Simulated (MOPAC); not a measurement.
MOPAC input (PM6):

```
PM6 1SCF GEO-OK AUX(PRECISION=9) THREADS=1
Cl4Si

Si    0.00000000 1    0.00000000 1    0.00000000 1
Cl    1.15093841 1    1.17921709 1    1.18988796 1
Cl   -1.17036909 1   -1.19282125 1    1.15691797 1
Cl    1.19576949 1   -1.15392888 1   -1.17031150 1
Cl   -1.17633881 1    1.16753303 1   -1.17649443 1
```

From the output:

```
                                                       MOPAC v23.2.5 Linux

          FINAL HEAT OF FORMATION =       -149.33119 KCAL/MOL =    -624.80172 KJ/MOL

          COSMO AREA              =        145.12 SQUARE ANGSTROMS
          COSMO VOLUME            =        141.22 CUBIC ANGSTROMS

          IONIZATION POTENTIAL    =         11.588177 EV
          HOMO LUMO ENERGIES (EV) =        -11.588 -1.383
          NO. OF FILLED LEVELS    =         16
          MOLECULAR WEIGHT        =        169.8975         POINT GROUP:  Td

          MOLECULAR DIMENSIONS (Angstroms)

            Atom       Atom       Distance
           Cl     4   Cl     2     3.31905
           Cl     3   Cl     5     3.31905
           Cl     2   Cl     3     2.34693

          SCF CALCULATIONS        =          1

   ATOM   CHEMICAL          X               Y               Z
  NUMBER   SYMBOL      (ANGSTROMS)     (ANGSTROMS)     (ANGSTROMS)

     1      Si          0.00000000  *   0.00000000  *   0.00000000  *
     2      Cl          1.15093841  *   1.17921709  *   1.18988796  *
     3      Cl         -1.17036909  *  -1.19282125  *   1.15691797  *
     4      Cl          1.19576949  *  -1.15392888  *  -1.17031150  *
     5      Cl         -1.17633881  *   1.16753303  *  -1.17649443  *

                             CARTESIAN COORDINATES

   1   Si        0.000000000     0.000000000     0.000000000
   2   Cl        1.150938410     1.179217090     1.189887960
   3   Cl       -1.170369090    -1.192821250     1.156917970
   4   Cl        1.195769490    -1.153928880    -1.170311500
   5   Cl       -1.176338810     1.167533030    -1.176494430

           Empirical Formula: Si Cl4  =     5 atoms

      MOLECULAR POINT GROUP   :   Td

                  EIGENVALUES
 -27.10345 -26.49550 -26.49550 -26.49550 -18.88597 -14.55712 -14.55712 -14.55712
 -12.62647 -12.62647 -12.45970 -12.45970 -12.45970 -11.58818 -11.58818 -11.58818
  -1.38252  -0.27526  -0.27526  -0.27526   0.39096   0.39096   1.37950   1.37950
   1.37950  86.25205  86.90245  86.90245  86.90245  87.41156  87.41156  87.73969
  87.73969  87.73969  88.31458  88.31458  88.31458  88.66781  88.66781  88.66781
  88.70717  88.70717  89.01597  89.01597  89.01597

              NET ATOMIC CHARGES AND DIPOLE CONTRIBUTIONS

  ATOM NO.   TYPE          CHARGE      No. of ELECS.   s-Pop       p-Pop       d-Pop
    1         Si           0.536101        3.4639     1.01728     1.43354     1.01308
    2         Cl          -0.134025        7.1340     1.99310     5.13849     0.00243
    3         Cl          -0.134025        7.1340     1.99310     5.13849     0.00243
    4         Cl          -0.134025        7.1340     1.99310     5.13849     0.00243
    5         Cl          -0.134025        7.1340     1.99310     5.13849     0.00243
 DIPOLE           X         Y         Z       TOTAL
 POINT-CHG.    -0.000     0.000    -0.000     0.000
 HYBRID         0.000    -0.000     0.000     0.000
 SUM           -0.000     0.000    -0.000     0.000

          ATOMIC ORBITAL ELECTRON POPULATIONS

     Atom    s        px        py        pz      x^2-y^2     xz        z^2       yz        xy
    1 Si   1.01728   0.47785   0.47785   0.47785   0.14819   0.23891   0.14817   0.23892   0.23889
    2 Cl   1.99310   1.71865   1.71133   1.70852   0.00029   0.00061   0.00030   0.00063   0.00060
    3 Cl   1.99310   1.71364   1.70774   1.71711   0.00030   0.00060   0.00029   0.00062   0.00062
    4 Cl   1.99310   1.70696   1.71788   1.71365   0.00030   0.00062   0.00029   0.00060   0.00062
    5 Cl   1.99310   1.71208   1.71437   1.71204   0.00029   0.00062   0.00030   0.00061   0.00061

 **********************
 *                    *
 * JOB ENDED NORMALLY *
 *                    *
 **********************

 == MOPAC DONE ==
```

The geometry given is a B3LYP-D3(BJ)/def2-TZVP minimum.
